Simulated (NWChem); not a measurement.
System: hydrogen fluoride (HF); SMILES F

```xyz
2

F      0.0000     0.0000     0.0935
H      0.0000     0.0000    -0.8413
```
Atoms are numbered in this order, from 1.

Results from NWChem. Structure relaxed at the B3LYP/6-31G* (spherical d) level.

Question: What does the run give for LC-wPBE (HJS exchange hole, range parameter 0.4 per bohr)/def2-TZVP? Quantities: highest occupied level (eV); orbital gap (eV); dipole (D).

Answer: 
```
Quantity                      Value
---------------------------  ------
highest occupied level (eV)  -14.55
orbital gap (eV)              17.42
dipole (D)                     1.96
```
